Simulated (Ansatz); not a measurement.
C2F2, SMILES `FC#CF` at its PBE0-D4/def2-TZVP geometry, where that method's forces vanish. Charge 0, multiplicity 1.

```csv
atom,x (Å),y (Å),z (Å)
F1,0.959,-1.277,0.972
C2,0.304,-0.404,0.308
C3,-0.304,0.404,-0.308
F4,-0.959,1.277,-0.972
```

(1) For each bond, give half the difference of the two atoms' forces along it (eV/Å; positive pushes the atoms apart) under PBE-D4, r2SCAN-D4, B3LYP-D4, ωB97M-V in def2-TZVPP. (Estimate.)

Results:

(1) Ansatz gave: 
| bond | length (Å) | PBE-D4 | r2SCAN-D4 | B3LYP-D4 | ωB97M-V |
| --- | --- | --- | --- | --- | --- |
| F1–C2 | 1.278 | 0.00 | 0.06 | 0.40 | 0.55 |
| C2–C3 | 1.184 | 0.77 | 0.14 | -0.38 | -0.64 |
| C3–F4 | 1.278 | 0.00 | 0.06 | 0.40 | 0.55 |

B3LYP here is the variant with VWN-RPA as its local correlation; programs differ in this.
